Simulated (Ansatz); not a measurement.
# BH4 (charge -1): molecular dynamics

The plan is to follow the molecule's vibrations and see whether its bonds hold. The start is relaxed first. Runs: 600 steps of 1 fs at constant energy, with velocities drawn for 400 K. SMILES of the start: [BH4-].

Program: Ansatz 0.2.0. Level of theory: RKS BLYP/def2-SVP. These are calculated values, not measurements.

## Step 1: The system as given

Bond lengths: B1–H2 1.228 Å, B1–H3 1.229 Å, B1–H4 1.229 Å, B1–H5 1.229 Å. Angles: H2–B1–H3 109.5°, H2–B1–H4 109.5°, H2–B1–H5 109.5°, H3–B1–H4 109.5°, H3–B1–H5 109.4°, H4–B1–H5 109.5°.

Structure file:

```xyz
5

B     0.0001    0.0002   -0.0001
H     0.6837    0.9970    0.2177
H     0.7263   -0.9885   -0.0671
H    -0.6004    0.1397   -1.0634
H    -0.8097   -0.1484    0.9129
```

## Step 2: Relaxing the start

File input.yaml:

```yaml
crystal:
  periodic: [false, false, false]
  atoms:
    - { symbol: B, position_ang: [0.0001, 0.00017, -0.00011] }
    - { symbol: H, position_ang: [0.68366, 0.99701, 0.21769] }
    - { symbol: H, position_ang: [0.72634, -0.98849, -0.06707] }
    - { symbol: H, position_ang: [-0.60041, 0.1397, -1.06336] }
    - { symbol: H, position_ang: [-0.80969, -0.14838, 0.91285] }
total_charge: -1
basis:
  gaussian: { orbitals: def2-SVP }
hamiltonian:
  xc: blyp
relax:
  f_tol: 0.02
  max_steps: 40
scf:
  lower_state_search: "off"
```

The run is started by

```bash
$ ansatz run input.yaml --threads 1 --pin off --max-ram 2048MiB --backend cpu --events-out ev --progress --plain --runs-dir out
```

Further steps of the session: The run.

Q: Predict the outcome of this session. Wanted: relaxation of the start; temperature, first and last step; temperature, second half; potential energy, second half; largest change of the total energy; bonds formed or broken.

As calculated:

| quantity | value |
| --- | --- |
| relaxation of the start | 2 moves, 0.034 eV lower |
| length | 600 steps of 1 fs |
| temperature, first and last step | 400 and 144 K |
| temperature, second half | mean 201 K, from 34 to 354 K |
| potential energy, second half | +16 meV/atom from the start |
| largest change of the total energy | 0.45 meV/atom |
| bonds formed or broken | 0 |

In words: The temperature starts at 400 K and averages 201 K in the second half, where it ranges from 34 to 354 K; a mean near half the start is what vibrations about a minimum give, since they share energy equally between motion and strain. The total energy strays from its start by at most 0.45 meV/atom, 2.9 % of the mean kinetic energy, fair for a step of 1 fs. No bond forms or breaks. 600 fs on 5 atoms is far too short and small for converged averages.
